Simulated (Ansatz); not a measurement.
**CuN₂⁺, singlet: reading a ladder of total energies**

Geometry: displaced at random from a stationary point.

```xyz
3

Cu   -0.0154   -0.0090    1.6704
N    -0.0163   -0.0252   -0.2694
N     0.0317    0.0342   -1.4010
```

Basis def2-SVP; Ansatz 0.2.0. Correlated methods freeze the noble-gas cores, which leaves 20 electrons in 48 orbitals. Prefix R: restricted or restricted open-shell reference. No spin–orbit coupling is included, and no scalar relativity. The metal's outer-core shells are frozen, which leaves out core–valence correlation.

Full CI isn't at hand for all of this; RCCSDT(Q) serves as the reference, and is uncertain by the last step of the cluster series or more.

RCCSD has a T1 diagnostic of 0.020 and a largest doubles amplitude of 0.08.

Runs differ by some tens of microhartree through their thresholds, so steps under 0.03 kcal/mol mean nothing.

```tsv
level	total energy (hartree)
RHF	-1747.315437
RMP2	-1747.922096
RCCSD	-1747.886937
RCCSD(T)	-1747.911901
RCCSDT	-1747.911242
RCCSDT(Q)	-1747.911734
```

What is the correlation energy at RCCSDT(Q), and what share of it do RMP2 and RCCSD recover?

E(corr) = -1747.911734 − (-1747.315437) = -0.596297 hartree = -16.226 eV. RMP2: -0.606659 / -0.596297 = 101.74 %. RCCSD: -0.571500 / -0.596297 = 95.84 %.

By how many kcal/mol does RCCSD(T) miss RCCSDT(Q) (1 hartree = 627.509 kcal/mol), and which steps make up the rest?

-1747.911901 − (-1747.911734) = -0.000167 hartree = -0.10 kcal/mol. Steps: RCCSDT − RCCSD(T) = 0.41, RCCSDT(Q) − RCCSDT = -0.31 kcal/mol. That is within 1 kcal/mol of the reference in this basis, which itself misses far more of the correlation at the basis-set limit.
